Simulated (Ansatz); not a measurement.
# C₄H₂N radical: basis-set convergence

One table from this session's results is given with a row withheld; the runs are named, their logs left out.

Method: one geometry, several basis sets; program: Ansatz 0.2.0, Gaussian basis.

Plan: PBE0-D4/def2-SVP; ωB97M-V/def2-SVP; PBE0-D4/def2-QZVPP; ωB97M-V/def2-QZVPP; CCSD(T)/cc-pV(D+d)Z; CCSD(T)/cc-pV(T+d)Z; CCSD(T)/cc-pV(Q+d)Z; the functionals' def2-TZVPP values are taken from earlier runs.

### Structure used throughout

All runs share one geometry, relaxed beforehand with PBE0-D4 in a triple-zeta def2 set.

SMILES `C#C[CH]C#N`, 7 atoms, charge 0, spin multiplicity 2.

Atoms are counted from 1 here; the program's logs count them from 0.

Bond lengths: C1–C2 1.214 Å, C1–H6 1.065 Å, C2–C3 1.376 Å, C3–C4 1.397 Å, C3–H7 1.085 Å, C4–N5 1.158 Å. Angles: C2–C1–H6 179.6°, C1–C2–C3 179.0°, C2–C3–C4 122.3°, C2–C3–H7 119.9°, C4–C3–H7 117.7°, C3–C4–N5 178.7°.

Coordinates:

```
C    -0.5530   -0.4379    1.7822
C    -0.0175   -0.2230    0.7139
C     0.6096    0.0130   -0.4878
C    -0.0691    0.5240   -1.5971
N    -0.6091    0.9468   -2.5308
H    -1.0289   -0.6240    2.7165
H     1.6680   -0.1990   -0.5970
```

The first run:

The input, in.yaml:

```yaml
crystal:
  periodic: [false, false, false]
  atoms:
    - {symbol: C, position_ang: [-0.553022, -0.437856, 1.782217]}
    - {symbol: C, position_ang: [-0.017496, -0.222950, 0.713886]}
    - {symbol: C, position_ang: [0.609629, 0.012999, -0.487788]}
    - {symbol: C, position_ang: [-0.069136, 0.524024, -1.597073]}
    - {symbol: N, position_ang: [-0.609061, 0.946839, -2.530781]}
    - {symbol: H, position_ang: [-1.028925, -0.624023, 2.716515]}
    - {symbol: H, position_ang: [1.668011, -0.199034, -0.596975]}
basis:
  gaussian: {orbitals: def2-SVP}
magnetization: {spin_polarized: true, initial_magnetization: 1}
hamiltonian: {xc: pbe0, dispersion: d4}
output: {orbitals: {seedname: orbitals}}
```

Run with:

```console
> ansatz run in.yaml --threads 2 --pin off --events-out ev --progress --plain --max-ram 22528MiB --backend cpu
```

Among the steps run: PBE0-D4 in def2-SVP; ωB97M-V in def2-SVP; PBE0-D4 in def2-QZVPP; ωB97M-V in def2-QZVPP.

One table of the session follows, with a row left open; its other results are not shown here.

It belongs to the step «Density functionals: the series». 

| functional | basis | HOMO (eV) | LUMO (eV) |
| --- | --- | --- | --- |
| PBE0-D4 | def2-SVP | ? | ? |
| PBE0-D4 | def2-TZVPP | -7.26 | -3.82 |
| PBE0-D4 | def2-QZVPP | -7.28 | -3.84 |
| ωB97M-V | def2-SVP | -9.05 | -1.78 |
| ωB97M-V | def2-TZVPP | -9.15 | -1.95 |
| ωB97M-V | def2-QZVPP | -9.17 | -1.98 |

**Question.** Estimate the row for PBE0-D4, def2-SVP.

**Answer.** HOMO (eV): -7.19; LUMO (eV): -3.72. In the column «HOMO (eV)» it is the highest.
